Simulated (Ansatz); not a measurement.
**How far each method lies from full CI for PH, singlet**

Geometry: a PBE0/def2-TZVP stationary point for this spin. The triplet lies 1.1 eV lower here.

```xyz
2

P     0.0000    0.0000    0.0000
H     0.0000    0.0000    1.4274
```

Basis aug-cc-pVDZ; Ansatz 0.2.0. Only valence electrons are correlated (noble-gas cores frozen), which leaves 6 electrons in 31 orbitals. Prefix R: restricted or restricted open-shell reference; prefix U: unrestricted. Active spaces: valence = (6e, 5o) chosen from the atoms' valence shells.

Full CI is exact within this basis and frozen core; it isn't the basis-set limit. The frozen core follows each run's orbitals, which can shift R against U totals by a few meV.

The determinant fills πx and πy unequally, so it is a mixture of Σ and Δ, which weighs on every level built on one determinant.

* UHF ⟨S²⟩: 1.031
* T1 diagnostic (RCCSD): 0.0114
* largest doubles amplitude (RCCSD): 0.313

```tsv
level	E − E(full CI) (kJ/mol)	share of correlation (%)	wall time
RHF	382.9	0.00	–
UHF†	236.0	–	–
RMP2	118.0	69.19	–
UMP2†	16.7	–	–
CISD	55.8	85.42	0.72 s
RCCSD	34.4	91.01	–
UCCSD*†	-60.4	–	–
RCCSD(T)	18.7	95.11	0.42 s
UCCSD(T)*†	-76.2	–	1.1 s
BCCD(T)	19.1	95.02	0.51 s
RCCSDT*	1.4	99.64	–
UCCSDT*†	-104.4	–	–
RCCSDT(Q)*	-0.6	100.14	2.5 s
UCCSDT(Q)*†	-109.8	–	5 s
RCCSDTQ*	0.0	100.00	22 s
CASSCF (valence space)	283.6	25.93	–
NEVPT2 (valence space)	74.5	80.54	0.54 s
MRCISD (valence space)	15.5	95.94	–
MRCISD+Q (valence space)	-2.5	100.65	0.9 s
```

An asterisk marks runs whose energy the program itself flagged as in doubt. A dagger marks rows that describe another state than the reference (another or a broken symmetry, a higher spin or other natural occupations), so the difference holds a gap between states beside the method's error.

The correlation energy at full CI, counted from RHF, is -3.968 eV. That run took 26 s on 1 thread of Arm Neoverse V1, shared host over 5,065,957 determinants.

Times hold each run's SCF and search for its determinant on a shared host, so for small cases they say little of a method's own cost; they ran on 1 thread of Arm Neoverse V1.

More than 5 meV below full CI, which no variational method can be: RCCSDT(Q), MRCISD+Q (valence space).

Unrestricted levels hold only the spin's projection, and here they fall towards a lower state of higher spin.

The full-CI state has the irrep A1 of C2v, in the program's axes (one component, if the state is degenerate).

Natural occupations of full CI about the gap: 1.958 1.929 0.994 0.974 0.038 0.024 0.016 0.016 0.010 0.009; effectively unpaired electrons, Σ n²(2−n)², 2.04. No single determinant describes this state well, so single-reference rows can miss without a flag.
